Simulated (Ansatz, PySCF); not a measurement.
This PySCF input computes a CCSD(T)/cc-pVDZ energy:

```python
from pyscf import gto, scf, mp, cc as ccmod

mol = gto.M(
    atom='''
    O    -0.00000000   -0.00000000   -0.10852476
    H     0.00000000    0.00000000    0.86819804
    ''',
    basis='cc-pvdz',
    charge=0,
    spin=1,
    symmetry='C2v',
    verbose=4,
)

mf = scf.UHF(mol)
mf.conv_tol = 1e-10
mf.max_cycle = 100
mf.kernel()
mp2 = mp.MP2(mf, frozen=1).run()
cc = ccmod.CCSD(mf, frozen=1)
cc.max_cycle = 100
cc.kernel()
et = cc.ccsd_t()
print(f'E(CCSD(T)) = {cc.e_tot + et:.9f}')
```

Write an input for the same energy in Ansatz (a program for electronic structure) and say what it gives.


Ansatz 0.2 input:
```yaml
crystal:
  periodic: [false, false, false]
  atoms:
    - {symbol: O, position_ang: [-0.00000000, -0.00000000, -0.10852476]}
    - {symbol: H, position_ang: [0.00000000, 0.00000000, 0.86819804]}
basis:
  gaussian:
    orbitals: cc-pVDZ
magnetization: {spin_polarized: true, initial_magnetization: 1}
correlation: {method: ccsd_t, electrons: outside_noble_gas}
```
It gives -75.55935 Eh, and PySCF -75.55935 Eh, a difference of 0.00 mEh.
